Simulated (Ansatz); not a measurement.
# SiNHO (triplet): the correlation ladder, def2-QZVPP

One table from this session's results is given with a row withheld; the runs are named, their logs left out.

Method: def2-QZVPP, core rule «outside noble gas», up to 7 orbitals frozen; program: Ansatz 0.2.0, Gaussian basis.

Plan: UHF; ROHF; CCSD(T) on UHF.

2 further runs of the same task are left out: 2 set aside as unsound or not needed.

## What is computed

The geometry is a PBE0/def2-TZVP stationary point (not a proven minimum).

4 atoms, charge 0, spin multiplicity 3.

Atoms are counted from 1 here; the program's logs count them from 0.

Bond lengths: O1–N2 1.272 Å, N2–Si3 1.774 Å, N2–H4 1.026 Å. Angles: O1–N2–Si3 124.5°, O1–N2–H4 113.3°, Si3–N2–H4 122.2°.

The first run:

Input file in.yaml:

```yaml
crystal:
  periodic: [false, false, false]
  atoms:
    - {symbol: O, position_ang: [0.000000, -0.337465, 1.530169]}
    - {symbol: N, position_ang: [0.000000, 0.447419, 0.529033]}
    - {symbol: Si, position_ang: [0.000000, -0.082561, -1.163926]}
    - {symbol: H, position_ang: [0.000000, 1.439714, 0.791361]}
basis:
  gaussian: {orbitals: "def2-QZVPP.json"}
magnetization: {spin_polarized: true, initial_magnetization: 2}
hamiltonian: {xc: hf}
output: {orbitals: {seedname: orbitals}}
```

The run is started by

```bash
$ ansatz run in.yaml --threads 1 --pin off --events-out ev --progress --plain --max-ram 2393MiB
```

Steps of the session up to this table: UHF; ROHF; CCSD(T) on UHF.

One table of the session follows, with a row left open; its other results are not shown here.

```
  method  from UCCSD(T) (kcal/mol)
    ROHF                   +365.12
     UHF                   +356.58
    UMP2                         ?
   UCCSD                    +15.62
UCCSD(T)                         0
```

Estimate the missing values for UMP2.

The run gave: from UCCSD(T) (kcal/mol): +30.97. In the column «from UCCSD(T) (kcal/mol)» it lies between UCCSD (+15.62) and UHF (+356.58).
